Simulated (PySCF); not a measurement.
# Single point on NO

State: ²Π (doublet), unpaired electrons π ↑.

An equivalent input (the run itself took its basis sets from the Basis Set Exchange, started from a PBE0 density and held the occupation σ 5α 5β, πx 2α 1β, πy 1α 1β):

```python
from pyscf import gto, dft
mol = gto.M(atom='N 0 0 0; O 0 0 1.142', basis={'N': 'def2-TZVPP', 'O': 'def2-TZVPP'},
            charge=0, spin=1, verbose=4, symmetry='C2v')
mf = dft.UKS(mol, xc='PBEsol')
mf.grids.atom_grid = (80, 434)
mf.grids.prune = dft.gen_grid.treutler_prune
mf.irrep_nelec = {'A1': (5, 5), 'B1': (2, 1), 'B2': (1, 1)}
mf.conv_tol = 1e-9
mf.max_cycle = 60
mf.diis_space = 10
mf.kernel()
```

The log (some set-up lines and the per-cycle HOMO/LUMO lines removed):

```
******** <class 'pyscf.dft.uks_symm.SymAdaptedUKS'> ********
method = SymAdaptedUKS
damping factor = 0
level_shift factor = 0
DIIS = <class 'pyscf.scf.diis.CDIIS'>
diis_start_cycle = 1
diis_space = 10
diis_damp = 0
SCF conv_tol = 1e-09
SCF conv_tol_grad = None
SCF max_cycles = 60
number electrons alpha = 8  beta = 7
Set gradient conv threshold to 3.16228e-05
init E= -129.364597551201
cycle= 1 E= -129.365857329335  delta_E= -0.00126  |g|= 0.0504  |ddm|= 0.0803
cycle= 2 E= -129.356435073727  delta_E= 0.00942  |g|= 0.171  |ddm|= 0.0861
cycle= 3 E= -129.366757193794  delta_E= -0.0103  |g|= 0.00206  |ddm|= 0.0663
cycle= 4 E= -129.366758326394  delta_E= -1.13e-06  |g|= 0.00125  |ddm|= 0.00275
cycle= 5 E= -129.366758888421  delta_E= -5.62e-07  |g|= 0.000336  |ddm|= 0.00102
cycle= 6 E= -129.366758936036  delta_E= -4.76e-08  |g|= 4.81e-05  |ddm|= 0.000208
cycle= 7 E= -129.366758937675  delta_E= -1.64e-09  |g|= 7.71e-06  |ddm|= 4.29e-05
cycle= 8 E= -129.366758937765  delta_E= -9e-11  |g|= 1.31e-06  |ddm|= 1.47e-05
Extra cycle  E= -129.366758937765  delta_E= -3.13e-13  |g|= 1.55e-06  |ddm|= 2.1e-06
converged SCF energy = -129.366758937765  <S^2> = 0.75161919  2S+1 = 2.0016185
```

Repeating this along the bond gives Re = 1.154 Å and ωe = 1919 cm⁻¹.

A point of this curve took 0.47 CPU seconds beside 0.12 for the integrals, on Intel Xeon Platinum 8488C (shared host).

The state is the lowest determinant that a PBE0 search found; another state may lie lower at other levels.
